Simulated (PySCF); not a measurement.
# BH at RHF-MP2

Computed with RHF-MP2; B pcseg-1, H pcseg-1; no relativity (PySCF 2.14).

```
state                          : ¹Σ⁺ (singlet), closed shell
bond length                    : 1.228 Å
harmonic wavenumber            : 2510 cm⁻¹
force constant                 : 3.43 mdyn/Å
rotational constant Be         : 12.11 cm⁻¹
anharmonicity ωexe             : 49.8 cm⁻¹
vibration–rotation constant αe : 0.394 cm⁻¹
well depth De to B + H         : 3.32 eV
dissociation energy D0         : 3.16 eV
```

Correlated steps freeze 1 core orbital. Correlated levels converge slowly with the basis: in double zeta they bind strong bonds too weakly, by up to about 1 eV, and carry superposition errors of some tenths. Where the molecule has an RHF reference, its open-shell atoms are computed with UHF.
